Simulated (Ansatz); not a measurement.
in.yaml

```yaml
crystal:
  periodic: [false, false, false]
  atoms:
    - {symbol: P, position_ang: [0.000000, 0.000000, 0.000000]}
    - {symbol: As, position_ang: [0.000000, 0.000000, 1.795000]}
basis:
  gaussian: {orbitals: def2-mTZVP}
correlation: {method: fic_mrcisd_q, electrons: valence, active_space: {window: {electrons: 2, orbitals: 200}}}
```

```sh
$ ansatz run in.yaml --threads 1 --pin off --events-out ev --progress --plain --max-ram 2393MiB
```

One thing in this input was set wrong on purpose, beside settings that are merely unusual. What is the gravest fault, and what does the program do?

Impossible active window. How the run ends: stopped by an error.
```
548 factors; integrals over basis functions are off by at most 1.0e-3 eV
mean field evaluation 1: about -70066.4147 eV, gradient 7.7e0 eV
mean field evaluation 2: about -70066.4168 eV, gradient 7.7e0 eV
mean field evaluation 4: about -70066.6394 eV, gradient 1.8e0 eV
mean field evaluation 8: about -70066.6485 eV, gradient 2.0e-3 eV
mean field -70066.64854397 eV, -2574.9018411107 hartree, gradient 4.9e-6 eV, S^2 0.000000; 0 other end points of the search recorded, 0 dependent functions left out
reference -70066.64854397 eV, -2574.9018411107 hartree; 24, 24 occupied and 34, 34 virtual orbitals, 548 factors
Error: 2 electrons in 200 orbitals form no window around the highest filled level of the reference
```
